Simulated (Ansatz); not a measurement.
## Property card for K2NiO2

Computed with DFT r2SCAN, scalar-relativistic, plane waves, PAW (Ansatz).

Cutoff 500 eV; k points 10×10×10 on the computed 5-atom cell (Γ-centred); Gaussian smearing, width 0.02 eV; collinear spin from starting moments 0 0 1.41 0.32 0.32 μB.

The structure is relaxed at this level of theory with its symmetry kept. Whether it is the stable form of this composition wasn't checked.

```
CELL_PARAMETERS angstrom
-1.96323 1.96323 6.37043
1.96323 -1.96323 6.37043
1.96323 1.96323 -6.37043
ATOMIC_POSITIONS crystal
K 0.65485 0.65485 0.00000
K 0.34515 0.34515 0.00000
Ni 0.00000 0.00000 0.00000
O 0.86768 0.86768 0.00000
O 0.13232 0.13232 0.00000
```

| Property | Result |
| --- | --- |
| Space group | I4/mmm (No. 139) |
| Volume per atom | 19.64 Å³ |
| Formation energy from the elements' standard states (uncorrected) | -1.334 eV/atom |
| Generalised Kohn–Sham band gap | 1.59 eV, indirect from P to (0.240, -0.250, 0.250) (the valley at (-0.235, 0.235, 0.235) lies within 0.03 eV, so the order isn't resolved) |
| Löwdin character of the top 1 eV of the valence band | Ni 3d 59 %, O 2p 32 % |
| Löwdin character of the lowest 1 eV of the conduction band | Ni 3d 61 %, O 2p 36 % |
| Electron masses at the edge by Cartesian direction of the standard setting (m_e; degenerate bands sorted by energy; no spin-orbit coupling) | x: 6.5; y: 4.2; z: over 30 |
| Hole masses at the edge by Cartesian direction of the standard setting (m_e; degenerate bands sorted by energy; no spin-orbit coupling) | x: 1.1; y: 1.1; z: over 30 |
| Bader charges (e) | K (2 in the cell) 0.83, Ni (1 in the cell) 0.69, O (2 in the cell) -1.18 |
| Total moment | 2.00 μB per cell |
| Site moments (μB; atoms counted from 1 over the whole cell) | Ni (atom 3) 1.28, O (atom 4) 0.29, O (atom 5) 0.29 |

The state reached may not be the lowest one.

Only this magnetic start was tried.